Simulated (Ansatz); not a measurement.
One change: `COC(N)F` becomes `COC(F)F`.

Ansatz, PBE0-D4/def2-TZVP geometries, multiplicity 1. Each molecule was computed in one conformer, which needn't be the lowest.

```tsv
property	`COC(N)F`
HOMO–LUMO gap (B3LYP/def2-TZVPP) / eV	8.62
size of the dipole moment (PBE/def2-TZVPP) / D	0.49
zero-point energy (PBE0-D4/def2-TZVP) / kJ/mol	237.4
HOMO energy (ωB97M-V/def2-TZVPP) / eV	-10.32
LUMO energy (ωB97M-V/def2-TZVPP) / eV	2.78
HOMO energy (B3LYP/def2-TZVPP) / eV	-7.61
```

What does the change do to each property? (Estimate.)

Computed: 
| property | `COC(F)F` | shift |
| --- | --- | --- |
| HOMO–LUMO gap (B3LYP/def2-TZVPP) / eV | 9.68 | 1.06 |
| size of the dipole moment (PBE/def2-TZVPP) / D | 2.66 | 2.17 |
| zero-point energy (PBE0-D4/def2-TZVP) / kJ/mol | 172.5 | -64.9 |
| HOMO energy (ωB97M-V/def2-TZVPP) / eV | -11.37 | -1.05 |
| LUMO energy (ωB97M-V/def2-TZVPP) / eV | 2.83 | 0.05 |
| HOMO energy (B3LYP/def2-TZVPP) / eV | -8.70 | -1.09 |

The zero-point energy changes by -64.9 kJ/mol with -6 modes. Dipoles are sizes alone; their direction can turn.

Positive LUMOs are unbound, so they and the gaps depend on the basis.

B3LYP here is the variant with VWN-RPA as its local correlation; programs differ in this.
